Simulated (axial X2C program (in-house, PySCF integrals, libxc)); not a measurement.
Results of a calculation; reference values are marked as such.
CN⁻: input and output of an EOM-EE-CCSD run

Program: an axial X2C code built on PySCF integrals.

Input and command:
```json
{"zs": [7, 6], "q": -1, "bas": ["dyall-av3z", "dyall-av3z"], "r0": 1.27, "eom": "ee", "thr": -2.0, "nmax": 88}
```
```bash
python soeom.py task.json out
```

Keys: zs atomic numbers; q charge; bas basis sets; r0 starting distance in Å; eom kind of EOM run; thr threshold in hartree for freezing inner shells (an s shell follows its p shell); nmax most natural virtual spinors.

Output at R = 1.171 Å (near the PBE0 minimum at charge -1 of the determinant lowest at the starting distance; the state shown can have its own minimum elsewhere), reference CN⁻:

```
two-component X2C + atomic mean field  HF
basis functions 115  fitting functions 589  grid points 4340
iter        total energy     max residual
   1        -92.377808754     1.07e-01
   2        -92.386967384     5.45e-03
   3        -92.387520279     6.12e-03
   4        -92.387578863     1.25e-03
   5        -92.387584629     6.80e-04
   6        -92.387586286     1.38e-04
   7        -92.387586320     9.02e-06
   8        -92.387586323     4.23e-06
   9        -92.387586324     1.17e-06
converged
one-electron -166.50336027  Coulomb 67.03340924  exact exchange -11.89344668  xc functional 0.00000000  nuclear repulsion 18.97988289  atomic mean-field constant -0.00407149
correlated 10  virtual 200  natural virtual 88  E(MP2) -0.353938306  MP2 remainder -0.030431489
iter   CCSD correlation   residual
   1     -0.313767865   1.37e-01
   2     -0.324733702   5.08e-02
   3     -0.327332334   2.06e-02
   4     -0.327456567   6.80e-03
   5     -0.327522449   2.88e-03
   6     -0.327517372   8.74e-04
   7     -0.327516722   3.78e-04
   8     -0.327520444   1.40e-04
   9     -0.327520472   5.06e-05
  10     -0.327519829   1.86e-05
  11     -0.327519833   4.95e-06
(T) -0.017026964  T1 0.0251  D1 0.0371  max T2 0.042
EOM-EE-CCSD roots
2*Omega      energy/Eh   energy/eV  one-particle weight
    0       0.18475277      5.0274      0.930
    0       0.18987791      5.1668      0.920
    0       0.18987796      5.1668      0.920
    0       0.19147147      5.2102      0.919
    0       0.19169517      5.2163      0.917
    2       0.18475252      5.0274      0.930
    2       0.18962419      5.1599      0.921
    2       0.19146207      5.2099      0.918
    2       0.19147335      5.2103      0.918
    4       0.18939951      5.1538      0.921
    4       0.23258747      6.3290      0.939
    4       0.23781449      6.4713      0.936
    6       0.23812099      6.4796      0.938
```
T1 in the output is the amplitude norm over the root of the electron number; divide by √2 for the Lee–Taylor value.

Reference electrons by ω block (each with its −ω partner): 1/2: 6, 3/2: 1. Root energies count from the CCSD energy of the reference. For an anion, roots above electron detachment are held by the basis set. All roots sought are printed; those with a small one-particle weight need a further excitation, are placed far too high, and may in truth lie low or lowest. Inner shells are frozen, and levels at this size can be off by some tenths of an eV.
